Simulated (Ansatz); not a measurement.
# CHFO: the cost of one run

Program: Ansatz 0.2.0, Gaussian basis. Level of theory: RKS PBE-D4/def2-SVP. These are calculated values, not measurements.

Levels: PBE-D4, revPBE-D4, BLYP-D4, r2SCAN-D4, B97M-V, PBE0-D4, B3LYP-D4, HSE06-D4, wB97X-V, wB97M-V, B2PLYP, Hartree-Fock, MP2, CCSD, CCSD(T). The reference is CCSD(T) extrapolated to the basis limit.

Correlated methods freeze the cores. B3LYP uses VWN-RPA correlation. B2PLYP carries no dispersion term here.

176 further runs of the same task are left out: 176 set aside as unsound or not needed.

### 1 Where the work starts

The pair, from a GFN2-xTB docking trial: 4 atoms, charge 0, spin multiplicity 1.

Atoms are counted from 1 here; the program's logs count them from 0.

Bond lengths: F1–H2 0.946 Å, C3–O4 1.124 Å.

Coordinates:

```
F    -0.0039    0.1717   -1.9356
H    -0.0633    0.1378   -0.9921
C    -0.0303   -0.0557    0.9144
O     0.0976   -0.2538    2.0132
```

Atoms 1 to 2 are fragment A (HF), the rest fragment B (CO).

### 2 A first relaxation in a small basis

pre/in.yaml

```yaml
crystal:
  periodic: [false, false, false]
  atoms:
    - {symbol: F, position_ang: [-0.003900, 0.171700, -1.935600]}
    - {symbol: H, position_ang: [-0.063300, 0.137800, -0.992100]}
    - {symbol: C, position_ang: [-0.030300, -0.055700, 0.914400]}
    - {symbol: O, position_ang: [0.097600, -0.253800, 2.013200]}
basis:
  gaussian: {orbitals: def2-SVP}
hamiltonian: {xc: pbe, dispersion: d4}
relax: {f_tol: 0.03, max_steps: 250}
```

Launch:

```bash
$ ansatz run in.yaml --threads 2 --pin off --events-out ev --progress --plain --max-ram 5222MiB
```

**Question.** How long does this run take on 2 threads of Arm Neoverse V2, shared host?

About 1.7 s.
